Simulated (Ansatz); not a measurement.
Harmonic vibrations of C3H5O (`CC[C]=O`) radical by finite differences.

```yaml
crystal:
  periodic: [false, false, false]
  atoms:
    - {symbol: C, position_ang: [-0.333543, 0.813415, -0.600286]}
    - {symbol: C, position_ang: [-0.137578, -0.286268, 0.427906]}
    - {symbol: C, position_ang: [0.957510, -1.251319, 0.056278]}
    - {symbol: O, position_ang: [1.720491, -1.811098, 0.753277]}
    - {symbol: H, position_ang: [-0.541963, 0.392964, -1.585393]}
    - {symbol: H, position_ang: [-1.168592, 1.455652, -0.316359]}
    - {symbol: H, position_ang: [0.558085, 1.437503, -0.683411]}
    - {symbol: H, position_ang: [0.073739, 0.108032, 1.428529]}
    - {symbol: H, position_ang: [-1.039650, -0.905081, 0.502357]}
basis:
  gaussian: {orbitals: def2-TZVP}
magnetization: {spin_polarized: true, initial_magnetization: 1}
hamiltonian: {xc: pbe0, dispersion: d4}
phonons: {temperatures: {t_min: 298.15, t_max: 900, t_step: 200}}
```

```sh
$ ansatz run in.yaml --threads 4 --pin off --events-out ev --progress --plain --max-ram 10444MiB
```

It prints (some lines left out):

```
Functional definition: PBE0
mean field -5233.93545883 eV, -192.3435804229 hartree, gradient 4.2e-5 eV, S^2 0.753437; 0 other end points of the search recorded, 0 dependent functions left out
mean field -5233.93527534 eV, -192.3435736799 hartree, gradient 2.2e-6 eV, S^2 0.753437; 0 other end points of the search recorded, 0 dependent functions left out
mean field -5233.93529363 eV, -192.3435743523 hartree, gradient 2.1e-6 eV, S^2 0.753437; 0 other end points of the search recorded, 0 dependent functions left out
mean field -5233.93531316 eV, -192.3435750700 hartree, gradient 2.1e-6 eV, S^2 0.753437; 0 other end points of the search recorded, 0 dependent functions left out
mean field -5233.93528273 eV, -192.3435739516 hartree, gradient 2.2e-6 eV, S^2 0.753436; 0 other end points of the search recorded, 0 dependent functions left out
mean field -5233.93528911 eV, -192.3435741859 hartree, gradient 2.1e-6 eV, S^2 0.753436; 0 other end points of the search recorded, 0 dependent functions left out
mean field -5233.93530487 eV, -192.3435747652 hartree, gradient 2.2e-6 eV, S^2 0.753437; 0 other end points of the search recorded, 0 dependent functions left out
mean field -5233.93531261 eV, -192.3435750496 hartree, gradient 2.1e-6 eV, S^2 0.753435; 0 other end points of the search recorded, 0 dependent functions left out
mean field -5233.93532565 eV, -192.3435755289 hartree, gradient 2.6e-6 eV, S^2 0.753438; 0 other end points of the search recorded, 0 dependent functions left out
mean field -5233.93531964 eV, -192.3435753078 hartree, gradient 2.2e-6 eV, S^2 0.753437; 0 other end points of the search recorded, 0 dependent functions left out
mean field -5233.93531610 eV, -192.3435751780 hartree, gradient 2.6e-6 eV, S^2 0.753436; 0 other end points of the search recorded, 0 dependent functions left out
mean field -5233.93530059 eV, -192.3435746079 hartree, gradient 2.2e-6 eV, S^2 0.753439; 0 other end points of the search recorded, 0 dependent functions left out
mean field -5233.93529623 eV, -192.3435744475 hartree, gradient 2.0e-6 eV, S^2 0.753434; 0 other end points of the search recorded, 0 dependent functions left out
mean field -5233.93532055 eV, -192.3435753415 hartree, gradient 1.1e-6 eV, S^2 0.753431; 0 other end points of the search recorded, 0 dependent functions left out
mean field -5233.93529273 eV, -192.3435743191 hartree, gradient 2.9e-6 eV, S^2 0.753442; 0 other end points of the search recorded, 0 dependent functions left out
mean field -5233.93534661 eV, -192.3435762990 hartree, gradient 1.1e-6 eV, S^2 0.753440; 0 other end points of the search recorded, 0 dependent functions left out
mean field -5233.93537884 eV, -192.3435774834 hartree, gradient 3.0e-6 eV, S^2 0.753433; 0 other end points of the search recorded, 0 dependent functions left out
mean field -5233.93532180 eV, -192.3435753874 hartree, gradient 1.8e-6 eV, S^2 0.753424; 0 other end points of the search recorded, 0 dependent functions left out
mean field -5233.93529847 eV, -192.3435745299 hartree, gradient 2.5e-6 eV, S^2 0.753449; 0 other end points of the search recorded, 0 dependent functions left out
mean field -5233.93533583 eV, -192.3435759029 hartree, gradient 2.0e-6 eV, S^2 0.753445; 0 other end points of the search recorded, 0 dependent functions left out
mean field -5233.93531979 eV, -192.3435753136 hartree, gradient 2.6e-6 eV, S^2 0.753429; 0 other end points of the search recorded, 0 dependent functions left out
mean field -5233.93537527 eV, -192.3435773522 hartree, gradient 2.2e-6 eV, S^2 0.753430; 0 other end points of the search recorded, 0 dependent functions left out
mean field -5233.93539720 eV, -192.3435781582 hartree, gradient 2.7e-6 eV, S^2 0.753443; 0 other end points of the search recorded, 0 dependent functions left out
mean field -5233.93534788 eV, -192.3435763458 hartree, gradient 2.3e-6 eV, S^2 0.753446; 0 other end points of the search recorded, 0 dependent functions left out
mean field -5233.93534920 eV, -192.3435763941 hartree, gradient 2.0e-6 eV, S^2 0.753427; 0 other end points of the search recorded, 0 dependent functions left out
mean field -5233.93543969 eV, -192.3435797196 hartree, gradient 2.1e-6 eV, S^2 0.753436; 0 other end points of the search recorded, 0 dependent functions left out
mean field -5233.93544375 eV, -192.3435798688 hartree, gradient 2.1e-6 eV, S^2 0.753437; 0 other end points of the search recorded, 0 dependent functions left out
mean field -5233.93543253 eV, -192.3435794567 hartree, gradient 2.1e-6 eV, S^2 0.753437; 0 other end points of the search recorded, 0 dependent functions left out
mean field -5233.93542690 eV, -192.3435792497 hartree, gradient 2.1e-6 eV, S^2 0.753437; 0 other end points of the search recorded, 0 dependent functions left out
mean field -5233.93536803 eV, -192.3435770863 hartree, gradient 2.1e-6 eV, S^2 0.753436; 0 other end points of the search recorded, 0 dependent functions left out
mean field -5233.93537412 eV, -192.3435773101 hartree, gradient 2.1e-6 eV, S^2 0.753437; 0 other end points of the search recorded, 0 dependent functions left out
mean field -5233.93538893 eV, -192.3435778545 hartree, gradient 2.1e-6 eV, S^2 0.753436; 0 other end points of the search recorded, 0 dependent functions left out
mean field -5233.93539428 eV, -192.3435780509 hartree, gradient 2.1e-6 eV, S^2 0.753437; 0 other end points of the search recorded, 0 dependent functions left out
mean field -5233.93541722 eV, -192.3435788941 hartree, gradient 2.1e-6 eV, S^2 0.753437; 0 other end points of the search recorded, 0 dependent functions left out
mean field -5233.93540924 eV, -192.3435786007 hartree, gradient 2.1e-6 eV, S^2 0.753436; 0 other end points of the search recorded, 0 dependent functions left out
mean field -5233.93543610 eV, -192.3435795877 hartree, gradient 2.1e-6 eV, S^2 0.753437; 0 other end points of the search recorded, 0 dependent functions left out
mean field -5233.93543933 eV, -192.3435797064 hartree, gradient 2.1e-6 eV, S^2 0.753437; 0 other end points of the search recorded, 0 dependent functions left out
mean field -5233.93538305 eV, -192.3435776382 hartree, gradient 2.1e-6 eV, S^2 0.753437; 0 other end points of the search recorded, 0 dependent functions left out
mean field -5233.93538472 eV, -192.3435776997 hartree, gradient 2.1e-6 eV, S^2 0.753437; 0 other end points of the search recorded, 0 dependent functions left out
mean field -5233.93541982 eV, -192.3435789894 hartree, gradient 2.1e-6 eV, S^2 0.753437; 0 other end points of the search recorded, 0 dependent functions left out
mean field -5233.93541040 eV, -192.3435786435 hartree, gradient 2.1e-6 eV, S^2 0.753437; 0 other end points of the search recorded, 0 dependent functions left out
mean field -5233.93544122 eV, -192.3435797760 hartree, gradient 2.1e-6 eV, S^2 0.753437; 0 other end points of the search recorded, 0 dependent functions left out
mean field -5233.93544583 eV, -192.3435799455 hartree, gradient 2.1e-6 eV, S^2 0.753437; 0 other end points of the search recorded, 0 dependent functions left out
mean field -5233.93544216 eV, -192.3435798104 hartree, gradient 2.1e-6 eV, S^2 0.753436; 0 other end points of the search recorded, 0 dependent functions left out
mean field -5233.93544088 eV, -192.3435797637 hartree, gradient 2.1e-6 eV, S^2 0.753437; 0 other end points of the search recorded, 0 dependent functions left out
mean field -5233.93543171 eV, -192.3435794264 hartree, gradient 2.1e-6 eV, S^2 0.753438; 0 other end points of the search recorded, 0 dependent functions left out
mean field -5233.93543239 eV, -192.3435794515 hartree, gradient 2.2e-6 eV, S^2 0.753435; 0 other end points of the search recorded, 0 dependent functions left out
mean field -5233.93537463 eV, -192.3435773290 hartree, gradient 2.1e-6 eV, S^2 0.753437; 0 other end points of the search recorded, 0 dependent functions left out
mean field -5233.93537157 eV, -192.3435772165 hartree, gradient 2.1e-6 eV, S^2 0.753436; 0 other end points of the search recorded, 0 dependent functions left out
mean field -5233.93538331 eV, -192.3435776477 hartree, gradient 2.1e-6 eV, S^2 0.753436; 0 other end points of the search recorded, 0 dependent functions left out
mean field -5233.93538590 eV, -192.3435777430 hartree, gradient 2.3e-6 eV, S^2 0.753437; 0 other end points of the search recorded, 0 dependent functions left out
mean field -5233.93541671 eV, -192.3435788752 hartree, gradient 2.3e-6 eV, S^2 0.753437; 0 other end points of the search recorded, 0 dependent functions left out
mean field -5233.93541890 eV, -192.3435789557 hartree, gradient 2.1e-6 eV, S^2 0.753437; 0 other end points of the search recorded, 0 dependent functions left out
mean field -5233.93544475 eV, -192.3435799058 hartree, gradient 2.2e-6 eV, S^2 0.753437; 0 other end points of the search recorded, 0 dependent functions left out
mean field -5233.93544463 eV, -192.3435799012 hartree, gradient 2.1e-6 eV, S^2 0.753436; 0 other end points of the search recorded, 0 dependent functions left out
Total energy: -5234.03716127 eV, -192.3473179190 hartree
Atom 0 at    -0.333543     0.813415    -0.600286 Å, force    -0.000105     0.000402    -0.000055 eV/Å
Atom 1 at    -0.137578    -0.286268     0.427906 Å, force    -0.000497     0.000127    -0.000280 eV/Å
Atom 2 at     0.957510    -1.251319     0.056278 Å, force     0.003026    -0.002569     0.003769 eV/Å
Atom 3 at     1.720491    -1.811098     0.753277 Å, force    -0.002722     0.002039    -0.003257 eV/Å
Atom 4 at    -0.541963     0.392964    -1.585393 Å, force    -0.000019    -0.000076     0.000003 eV/Å
Atom 5 at    -1.168592     1.455652    -0.316359 Å, force    -0.000013     0.000032    -0.000042 eV/Å
Atom 6 at     0.558085     1.437503    -0.683411 Å, force     0.000067     0.000169    -0.000082 eV/Å
Atom 7 at     0.073739     0.108032     1.428529 Å, force     0.000066    -0.000020     0.000024 eV/Å
Atom 8 at    -1.039650    -0.905081     0.502357 Å, force     0.000195    -0.000104    -0.000081 eV/Å
Dipole moment:    -0.421881     0.356999    -0.024781 e Å
Vibrations: 60.01 220.36 331.01 496.24 741.52 840.75 1006.37 1045.09 1102.49 1257.20 1309.66 1409.42 1434.78 1488.61 1496.03 1958.73 3032.73 3063.08 3083.70 3139.72 3144.16 cm⁻¹, zero-point energy 1.962773 eV
```

Run time 63 s (4 threads of an Intel Xeon Platinum 8488C on a shared host); peak host memory 0.36 GiB.
